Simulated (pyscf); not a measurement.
`[CH3][SiH2][Cl]` + `[H][H]` -> `[CH4]` + `[SiH3][Cl]`, a four-centre exchange (singlet surface; C–Si, H–H broken, C–H, H–Si formed). Single points on ωB97X-D3(BJ)/def2-SVP structures (PySCF, gas phase). Energies in kcal/mol from the separated reactants.

Small-basis levels: PySCF, no dispersion term, spherical d functions. 

### Question
Quick HF/STO-3G single points give ΔE‡ = 146.4 kcal/mol and ΔE = -7.6 kcal/mol. What does ωB97M-D3(BJ)/def2-TZVP give, and how far is the quick result from it?

### Answer
ωB97M-D3(BJ)/def2-TZVP gives ΔE‡ = 68.5 kcal/mol and ΔE = -4.4 kcal/mol. HF/STO-3G lies 77.9 kcal/mol over it in the barrier and 3.2 kcal/mol under it in the reaction energy, so on this step it does not hold to within 3.0 kcal/mol. ωB97M-D3(BJ)/def2-TZVP has limits of its own. At the saddle there is also a short H–Si contact that neither side keeps. The same reactants have a lower exit, to H₃C–SiH₃ + HCl (barrier +53.4 kcal/mol at ωB97M-D3(BJ)/def2-TZVP, against +68.5 kcal/mol here). This is the saddle that the search found; another between the same sides may lie lower.
